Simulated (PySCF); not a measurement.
Molecule (SMILES): Cl (HCl).
Geometry (B3LYP-D3(BJ)/def2-TZVP, fixed):
```xyz
2

Cl     0.0000     0.0000    -0.0712
H      0.0000     0.0000     1.2108
```

Basis-set convergence of the isotropic shielding of Cl1 at PBE0 with PySCF. GIAO, no density fitting; atoms are numbered in the order shown. All functions are spherical. Core-valence sets carry the plain set on hydrogen. No added dispersion term, no relativity. Reference: the value in pcSseg-3, 944.30 ppm, itself unsure by roughly 0.48 ppm (its mean distance from pcseg-4, cc-pCVQZ, cc-pV(5+d)Z). Deviations are taken from unrounded values.

```json
[
 {"basis": "6-31+G*", "functions": "24", "isotropic shielding of Cl1 (ppm)": "935.13", "minus reference (ppm)": "-9.17"},
 {"basis": "6-311+G**", "functions": "36", "isotropic shielding of Cl1 (ppm)": "952.74", "minus reference (ppm)": "8.44"},
 {"basis": "aug-pcseg-1", "functions": "36", "isotropic shielding of Cl1 (ppm)": "945.04", "minus reference (ppm)": "0.74"},
 {"basis": "6-311++G(2d,2p)", "functions": "45", "isotropic shielding of Cl1 (ppm)": "950.55", "minus reference (ppm)": "6.25"},
 {"basis": "6-311++G(3df,3pd)", "functions": "65", "isotropic shielding of Cl1 (ppm)": "947.91", "minus reference (ppm)": "3.61"},
 {"basis": "aug-pcseg-2", "functions": "73", "isotropic shielding of Cl1 (ppm)": "947.04", "minus reference (ppm)": "2.74"},
 {"basis": "cc-pCVTZ", "functions": "73", "isotropic shielding of Cl1 (ppm)": "944.99", "minus reference (ppm)": "0.69"},
 {"basis": "aug-pcseg-3", "functions": "138", "isotropic shielding of Cl1 (ppm)": "944.13", "minus reference (ppm)": "-0.17"},
 {"basis": "cc-pCVQZ", "functions": "139", "isotropic shielding of Cl1 (ppm)": "944.01", "minus reference (ppm)": "-0.29"}
]
```

The smallest set listed that lies within 2 ppm of the reference with all its larger relatives (same family, alike in diffuse functions; a set with none counts only in the reference's own line) is cc-pCVTZ (73 functions, 0.69 ppm off). Inside the window by cancellation, since a larger relative falls out: aug-pcseg-1. Inside, with no larger relative to test it: aug-pcseg-3.
